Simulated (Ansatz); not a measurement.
# CH3N: energies up the ladder

One table from this session's results is given with a row withheld; the runs are named, their logs left out.

Method: the levels named in each step, in Ansatz 0.2.0.

**The starting structure**

Bond lengths: C1–N2 1.248 Å, C1–H3 1.083 Å, C1–H4 1.096 Å, N2–H5 1.020 Å. Angles: C1–N2–H5 115.6°, N2–C1–H3 117.6°, N2–C1–H4 126.5°, H3–C1–H4 115.8°.

Structure file:

```xyz
5

C    -0.5754    0.2340    0.0180
N     0.5573   -0.2897   -0.0222
H    -1.4352   -0.4232   -0.0335
H    -0.7970    1.3040    0.1008
H     1.3444    0.3568    0.0277
```

Set-up of the first run:

input.yaml

```yaml
crystal:
  periodic: [false, false, false]
  atoms:
    - { symbol: C, position_ang: [-0.57114761, 0.22118643, 0.01682549] }
    - { symbol: "N", position_ang: [0.57052788, -0.31194959, -0.02396465] }
    - { symbol: H, position_ang: [-1.45335679, -0.4188297, -0.03305862] }
    - { symbol: H, position_ang: [-0.75631388, 1.29752814, 0.10020446] }
    - { symbol: H, position_ang: [1.3044504, 0.39387472, 0.03063333] }
basis:
  gaussian: { orbitals: def2-TZVPP }
hamiltonian:
  xc: pbe0
  dispersion: d4
phonons: {}
```

The run is started by

```sh
> ansatz run input.yaml --threads 2 --pin off --max-ram 5120MiB --backend cpu --events-out ev --progress --plain --runs-dir out
```

Steps of the session up to this table: Frequencies, PBE0-D4/def2-TZVPP; Single point, PBE-D4/def2-TZVPP; Single point, r2SCAN-D4/def2-TZVPP; Single point, B3LYP-D4/def2-TZVPP; Single point, wB97M-V/def2-TZVPP; Single point, B2PLYP/def2-TZVPP; Single point, LDA/def2-TZVPP; Single point, PBE0-D4/def2-SVP; Single point, PBE-D4/def2-SVP; Single point, CCSD(T)/def2-TZVPP; Single point, CCSD(T)/def2-QZVPP; The cation of multiplicity 2 at the same geometry, PBE0-D4/def2-TZVPP; The cation of multiplicity 2 at the same geometry, PBE-D4/def2-TZVPP; The cation of multiplicity 2 at the same geometry, r2SCAN-D4/def2-TZVPP; The cation of multiplicity 2 at the same geometry, B3LYP-D4/def2-TZVPP; The cation of multiplicity 2 at the same geometry, wB97M-V/def2-TZVPP; The cation of multiplicity 2 at the same geometry, B2PLYP/def2-TZVPP; The cation of multiplicity 2 at the same geometry, CCSD(T)/def2-TZVPP; The cation of multiplicity 2 at the same geometry, CCSD(T)/def2-QZVPP.

One table of the session follows, with a row left open; its other results are not shown here.

It belongs to the step «Vertical ionisation energy». 

```
               level  vertical ionisation energy (eV)
   PBE-D4/def2-TZVPP                           10.475
r2SCAN-D4/def2-TZVPP                           10.427
 B3LYP-D4/def2-TZVPP                           10.644
  wB97M-V/def2-TZVPP                           10.633
   B2PLYP/def2-TZVPP                                ?
  CCSD(T)/def2-TZVPP                           10.619
  CCSD(T)/def2-QZVPP                           10.697
         CCSD(T)/CBS                           10.749
```

Estimate the missing values for B2PLYP/def2-TZVPP.

The run gave: vertical ionisation energy (eV): 10.612. In the column «vertical ionisation energy (eV)» it lies between PBE-D4/def2-TZVPP (10.475) and CCSD(T)/def2-TZVPP (10.619).
